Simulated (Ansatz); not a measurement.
**How methods differ on SiH2F2 (SMILES F[SiH2]F)**

SiH2F2 has 5 atoms, charge 0, and is taken as a singlet. As SMILES, `F[SiH2]F`. The shape is that of a PBE0-D4/def2-TZVP optimisation.

```xyz
5

F    -1.0790    0.5382    0.9807
Si   -0.0052   -0.0005   -0.0541
F     1.2476   -0.5206    0.7669
H    -0.5905   -1.1387   -0.7863
H     0.4271    1.1217   -0.9073
```

Each level gives the energy change with the F1–Si2 bond stretched from 1.586 to 1.982 Å (eV). The values are calculated.

| level | kind | program | value (eV) | less FCI/STO-3G |
| --- | --- | --- | --- | --- |
| B3LYP/STO-3G (restricted) | global hybrid | Ansatz | 1.16 | +0.07 |
| BHLYP/STO-3G (restricted) | global hybrid | Ansatz | 1.45 | +0.36 |
| CAM-B3LYP/STO-3G (restricted) | range-separated hybrid | Ansatz | 1.30 | +0.21 |
| HSE06/STO-3G (restricted) | range-separated hybrid | Ansatz | 1.22 | +0.13 |
| RPA@PBE/STO-3G (restricted) | RPA | Ansatz | 0.88 | -0.21 |
| MP2/STO-3G (restricted) | perturbation theory | Ansatz | 1.41 | +0.32 |
| CCSD/STO-3G (restricted) | coupled cluster or CI | Ansatz | 1.11 | +0.02 |
| CCSDT/STO-3G (restricted) | coupled cluster or CI | Ansatz | 1.10 | +0.01 |
| FCI/STO-3G | exact in the basis | Ansatz | 1.09 | 0.00 |

FCI/STO-3G is exact within its basis and frozen core, so for wave-function methods in that basis the difference is their error; functionals converge differently with the basis, so for them it is only a difference. The first shape isn't each level's own minimum. The values span 0.88 to 1.45 eV. All rows use very small basis sets, so even the best lies far from the true value.
